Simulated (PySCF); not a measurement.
C₂H₃F₂S (doublet state).
Geometry (GFN2-xTB, Å), atoms numbered from 1 in this order:
```xyz
8
C2H3F2S angstrom
C     -1.2178    0.1053   -0.1014
S      0.0573   -1.1793    0.0830
C      1.4069   -0.1177    0.3543
F      1.5776    0.8996   -0.5110
F      2.5842   -0.7129    0.5638
H     -1.3114    0.6518    0.8320
H     -2.1438   -0.4097   -0.3322
H     -0.9440    0.7722   -0.9129
```

The hyperfine couplings belong to this conformer and change with its torsions.

The species is `CS[C](F)F` [radical].

Method used: UKS B3LYP, pcH-1 on C F H S, non-relativistic, mean-field spin-orbit, GIAO in PySCF 2.14.0. Isolated species at its GFN2-xTB geometry (one conformer only). Couplings are sensitive to structure, and on GFN2-xTB geometries they can be far from those on DFT ones. Stability of the SCF solution: not tested.

Principal values of hyperfine tensors in MHz (contact, dipolar and spin–orbit terms together), for some of the nuclei:

```
atom  isotope      A1      A2      A3
  C3      13C  392.84  394.39  602.69
  F4      19F   99.98  117.19  705.54
  C1      13C    9.84   10.75   12.96
  H6       1H    5.37    6.40   15.04
  S2      33S  -15.31   -9.19   50.47
  H7       1H   -4.49   -3.65    1.61
  H8       1H   -1.50   -0.15    6.75
```

Give the isotropic coupling of each nucleus in MHz and in mT (g = 2.0045), and the anisotropic part.

a_iso = (A1 + A2 + A3)/3, Ti = Ai − a_iso; 1 mT corresponds to 28.055 MHz. The tensors hold a spin–orbit part: the run splits a_iso into a_FC + a_SO, and T includes its anisotropic share.

```
atom  a_iso (MHz)    a_FC   a_SO  a_iso (mT)       T1       T2      T3
  C3       463.31  463.07   0.24      16.514   -70.47   -68.92  139.38
  F4       307.57  305.15   2.42      10.963  -207.59  -190.38  397.97
  C1        11.18   11.18   0.01       0.399    -1.34    -0.43    1.78
  H6         8.94    8.93   0.00       0.319    -3.56    -2.54    6.11
  S2         8.65    8.83  -0.18       0.308   -23.97   -17.85   41.81
  H7        -2.17   -2.18   0.00      -0.077    -2.31    -1.47    3.79
  H8         1.70    1.69   0.01       0.061    -3.20    -1.85    5.05
```

What spin density at the nucleus of S2 lies behind its contact coupling (g_N = 0.42921)?

a_FC = 800.24 MHz bohr³ × g_N × ρ(0)/(2S). With a_FC = 8.83 MHz and 2S = 1, ρ(0) = 0.02571 bohr⁻³.

F5 (19F, g_N = 5.25774) isn't in the table. Its spin density at the nucleus is 0.04742 bohr⁻³. What is its contact coupling?

By the same relation, a_FC = 199.5 MHz. The spin–orbit term adds +1.28 MHz. Its full tensor has the principal values 2.77, 24.11, 575.46 MHz.

Name the largest traceless tensor T of the table and describe it.

F4: -207.6, -190.4, 398.0 MHz (the dipolar term alone has -209.1, -191.5, 400.6), nearly axial, close to the ratio −1:−1:+2.

In a single crystal, with the field along each principal axis of the tensor of C1 in turn, what first-order splitting does this nucleus give (isotropic g, quadrupole terms neglected)?

2 lines (I = 1/2), spaced by |A_i|/(g × 13.996): 0.35, 0.38, 0.46 mT along the axes of A1, A2 and A3.
